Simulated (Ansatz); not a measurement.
in.yaml

```yaml
crystal:
  periodic: [false, false, false]
  atoms:
    - {symbol: Al, position_ang: [-1.984664, 0.029322, 0.000000]}
    - {symbol: H, position_ang: [-2.777588, 1.402706, 0.000000]}
    - {symbol: H, position_ang: [-2.777588, -1.344062, 0.000000]}
    - {symbol: H, position_ang: [-0.398817, 0.029322, 0.000000]}
    - {symbol: Si, position_ang: [1.937336, 0.029322, 0.000000]}
    - {symbol: H, position_ang: [2.549516, -0.844962, 1.090012]}
    - {symbol: H, position_ang: [2.549516, -0.844962, -1.090012]}
basis:
  gaussian: {orbitals: cc-pVDZ}
correlation: {active_space: {ras: {orbitals: [6, 0, 45], electrons: 12, max_holes: 2, max_particles: 2}, fixed_orbitals: true}}
```

```sh
$ ansatz run in.yaml --threads 1 --pin off --events-out ev --progress --plain --max-ram 2393MiB
```

Log:

```
579 factors; integrals over basis functions are off by at most 1.1e-3 eV
mean field evaluation 1: about -14520.2615 eV, gradient 1.1e1 eV
mean field evaluation 2: about -14520.2637 eV, gradient 1.1e1 eV
mean field evaluation 4: about -14521.1256 eV, gradient 4.9e-1 eV
mean field evaluation 8: about -14521.1280 eV, gradient 1.3e-4 eV
mean field -14521.12795245 eV, -533.6416094783 hartree, gradient 1.3e-6 eV, S^2 0.000000; 0 other end points of the search recorded, 0 dependent functions left out
reference -14521.12795245 eV, -533.6416094783 hartree; 16, 16 occupied and 45, 45 virtual orbitals, 579 factors
state -14526.58215938 eV, -533.8420478864 hartree
Total energy: -14526.58215938 eV, -533.8420478864 hartree
```

Natural occupations: 1.9728 1.9717 1.9670 1.9662 1.9633 1.9401 0.0316 0.0275 0.0199 0.0169 0.0127 0.0120 0.0097 0.0077 0.0066 0.0065 0.0060 0.0060 0.0059 0.0056 0.0051 0.0050 0.0049 0.0041.

Ran on 1 thread of AMD EPYC 9B14, shared host: 1.2 s wall, 0.2 GiB peak host memory.
